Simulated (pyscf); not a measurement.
**Four-centre exchange: H₂B–NH–GeH₃ (SMILES B[NH][GeH3]) + HF (SMILES F) -> H₂N–GeH₃ (SMILES [NH2][GeH3]) + H₂B–F (SMILES BF)**

Gas phase, singlet surface, charge 0. Bonds broken: N2–B3, F10–H11. Bonds formed: N2–H11, B3–F10. PySCF, gas phase, ωB97X-D3(BJ)/def2-SVP geometries.

Transition state (Å):

```xyz
11

Ge    -2.5104     0.0159    -0.1935
N     -0.7489    -0.1216     0.4107
B      0.3491     0.5990    -0.3594
H     -2.6356    -0.6194    -1.5851
H     -3.4009    -0.7264     0.8139
H     -2.8370     1.5100    -0.2368
H     -0.4888    -1.0431     0.7569
H      1.4049     0.0208    -0.4657
H     -0.0315     1.3625    -1.2184
F      0.5372     1.6308     1.0759
H     -0.2396     0.9017     1.2299
```

One imaginary mode, 772i cm⁻¹; descent along it reached the two sides named, in the forms told below.

```tsv
bond	change	reactant side (Å)	saddle	product side
N2–B3	breaks	1.412	1.522	1.663
F10–H11	breaks	0.937	1.076	2.473
N2–H11	forms	1.874	1.406	1.024
B3–F10	forms	3.2	1.778	1.397
```

Electronic energies relative to the separated reactants (eV):

```csv
level,barrier,reaction energy,reverse barrier
ωB97X-D3(BJ)/def2-TZVP,0.39,+0.01,0.38
PBE/def2-TZVP,0.24,+0.01,0.23
r²SCAN/def2-TZVP,0.27,-0.02,0.29
B3LYP-D3(BJ)/def2-TZVP,0.42,-0.01,0.44
PBE0-D3(BJ)/def2-TZVP,0.31,+0.05,0.27
M06-2X/def2-TZVP,0.40,0.00,0.40
ωB97M-D3(BJ)/def2-TZVP,0.40,0.00,0.40
HF/def2-TZVP,1.04,-0.19,1.23
```

With ωB97M-D3(BJ)/def2-TZVP energies and thermal terms (ideal gas, 1 atm, RRHO with modes under 100 cm⁻¹ raised to 100, one conformer, R ln 2 for rigid chiral ones), in eV:

```
T (K)   ΔH‡   ΔG‡     ΔH     ΔG
-----  ----  ----  -----  -----
298    0.37  0.82   0.00  -0.07
600    0.35  1.29  -0.03  -0.12
900    0.35  1.76  -0.05  -0.16
1200   0.36  2.23  -0.06  -0.20
```

On the reactant side the descent ends in a complex, 0.24 eV under the separated species and 0.63 eV under the saddle at ωB97X-D3(BJ)/def2-TZVP. On the product side the descent ends in an adduct with a B–N contact (not fully relaxed), 1.08 eV under the separated species and 1.45 eV under the saddle at ωB97X-D3(BJ)/def2-TZVP. What is counted as broken (B–N) persists as a longer contact in the product adduct; parting that adduct is a step of its own. One saddle was located; it need not be the lowest between these sides. Elements up to Kr have no core potential and no relativistic terms here.
